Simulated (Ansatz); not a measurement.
The input, for Ansatz 0.2.0:

```yaml
crystal:
  periodic: [false, false, false]
  atoms:
    - {symbol: Al, position_ang: [0.007507, -0.154638, 1.308256]}
    - {symbol: Al, position_ang: [0.007507, 0.152370, -1.308522]}
    - {symbol: H, position_ang: [0.007507, 1.142764, 2.282383]}
    - {symbol: H, position_ang: [-0.409434, -1.082036, -2.275258]}
basis:
  gaussian: {orbitals: 6-31G}
correlation: {method: fci, electrons: outside_noble_gas}
```

```sh
$ ansatz run in.yaml --threads 1 --pin off --events-out ev --progress --plain --max-ram 2393MiB
```

Roughly how long does this take on 1 thread of Intel Xeon Platinum 8488C, shared host, and how much host memory?

53 s wall and 1.1 GiB.

```
611 factors; integrals over basis functions are off by at most 1.8e-7 eV
mean field evaluation 1: about -13193.2182 eV, gradient 7.3e0 eV
mean field evaluation 2: about -13193.2207 eV, gradient 7.3e0 eV
mean field evaluation 4: about -13193.6880 eV, gradient 5.4e-1 eV
mean field evaluation 8: about -13193.6921 eV, gradient 5.4e-4 eV
mean field -13193.69213747 eV, -484.8592430464 hartree, gradient 2.2e-6 eV, S^2 0.000000; 0 other end points of the search recorded, 0 dependent functions left out; unrestricted orbitals would lower it
mean field evaluation 16: about -13194.0036 eV, gradient 2.4e-1 eV
10 core orbitals not correlated: weight in the atoms' cores, before any rotation towards them, 1.000 or more for the frozen orbitals, at most 0.000 for the correlated occupied ones
reference -13193.69213747 eV, -484.8592430464 hartree; 4, 4 occupied and 16, 16 virtual orbitals, 611 factors
state -13196.50323624 eV, -484.9625490206 hartree
Total energy: -13196.50323624 eV, -484.9625490206 hartree
```
